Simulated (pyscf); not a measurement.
Structures and frequencies: ωB97X-D3(BJ)/def2-SVP in PySCF.

### Question
Estimate the classical barrier height and the reaction energy of `[F][GeH3]` -> `[F][GeH]` [singlet] + `[H][H]` at PBE0-D3(BJ)/def2-TZVP. The step runs on the singlet surface, breaks Ge–H, Ge–H and forms H–H; take the reactant's lowest minimum found as zero.

### Answer
ΔE‡ = 59.3 kcal/mol, ΔE = +33.4 kcal/mol. ωB97M-D3(BJ)/def2-TZVP gives 62.1 kcal/mol and +29.2 kcal/mol. Zero-point energy shifts the barrier by -2.8 kcal/mol. It is a 1,1-elimination, with an imaginary mode of 1341i cm⁻¹. One saddle was located; it need not be the lowest between these sides. Elements up to Kr have no core potential and no relativistic terms here.
